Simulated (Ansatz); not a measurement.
Relaxation of BH4MgN (7 atoms, charge 0, multiplicity 1), to a largest force component of 0.02 eV/Å in at most 40 steps.

Computed with RKS r2SCAN-D4/cc-pVDZ in Ansatz.

```xyz
7
Properties=species:S:1:pos:R:3
N -0.679 0.278 -0.458
B 0.006 0.758 0.647
Mg 1.436 -0.745 0.815
H -0.409 -0.583 -0.930
H -1.485 0.710 -0.891
H -0.439 1.767 1.073
H 1.570 -2.186 -0.257
```

Problem. Where does it end, and by what steps?

Solution. The run converged. After 11 steps the energy has fallen by 0.541 eV; H7 moved furthest, 1.54 Å.

| step | energy less start (eV) | largest force component (eV/Å) | accepted |
| --- | --- | --- | --- |
| 0 | 0.0000 | 1.509 | yes |
| 1 | -0.1978 | 0.378 | yes |
| 2 | -0.2699 | 0.176 | yes |
| 3 | -0.3268 | 0.211 | yes |
| 4 | -0.3854 | 0.247 | yes |
| 5 | -0.4330 | 0.314 | yes |
| 6 | -0.4759 | 0.319 | yes |
| 7 | -0.5212 | 0.194 | yes |
| 8 | -0.5218 | 0.308 | yes |
| 9 | -0.5394 | 0.072 | yes |
| 10 | -0.5404 | 0.074 | yes |
| 11 | -0.5407 | 0.008 | yes |

```xyz
7
Properties=species:S:1:pos:R:3
N -1.081 0.539 -0.641
B -0.073 0.468 0.328
Mg 1.508 -1.178 0.529
H -1.224 -0.144 -1.375
H -1.760 1.296 -0.685
H -0.097 1.407 1.111
H 2.726 -2.389 0.734
```

Whether the end is a true minimum wasn't checked by a vibrational analysis.

The run took 26 s on 1 thread of Arm Neoverse V1, with other jobs on the host, peak memory 0.12 GiB.
